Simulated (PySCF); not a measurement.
Species: C₄H₉O₂ (doublet state).
Structure used (GFN2-xTB), in Å, numbered top down from 1:
```xyz
15
C4H9O2 angstrom
C     -2.2468   -0.3055    0.0447
C     -0.9120    0.2912   -0.0310
O     -0.5862    1.0868    1.0855
C      0.1790   -0.8324   -0.2496
O      1.3227   -0.3841   -0.9111
C      2.1402    0.4807   -0.1533
H     -2.6905   -0.7394   -0.8277
H     -2.7275   -0.4462    0.9940
H     -0.8231    0.9501   -0.9065
H     -0.9420    0.6696    1.8782
H     -0.2413   -1.6128   -0.8863
H      0.4303   -1.2556    0.7348
H      2.4907   -0.0154    0.7599
H      2.9915    0.7250   -0.7854
H      1.6106    1.3959    0.1233
```

The hyperfine couplings belong to this conformer and change with its torsions.

Identity: `[CH2][C@@H](O)COC` [radical].

Theory: PySCF 2.14.0, UKS B3LYP, pcH-1 on C H O, non-relativistic, mean-field spin-orbit, GIAO. The structure is a single GFN2-xTB conformer in the gas phase; no vibrational or solvent corrections. Couplings are sensitive to structure, and on GFN2-xTB geometries they can be far from those on DFT ones. The SCF solution wasn't tested for stability.

The Mulliken spin populations are largest on C1 (+1.06) and C2 (-0.08). No atom but C1 exceeds +0.15. The positive populations add up to 1.18 and the negative ones to -0.18, together 2S = 1. The angles at C1 add up to 359.4°, so it is planar; its axial dipolar tensor and the negative couplings of its protons fit spin in a p orbital normal to that plane.

Question: Find Q in a(H) = Q·ρ(C) for the protons on the planar carbons that carry spin.

Answer: 
```tsv
H	C	ρ(C)	a(H) (G)	a/ρ (G)
H7	C1	+1.063	-21.97	-20.7
H8	C1	+1.063	-22.15	-20.8
```

These protons share one ρ (within 0.01), so their mean ratio, Q = -20.7 G, is no test of linearity.

Couplings in gauss use g_iso = 2.0025.
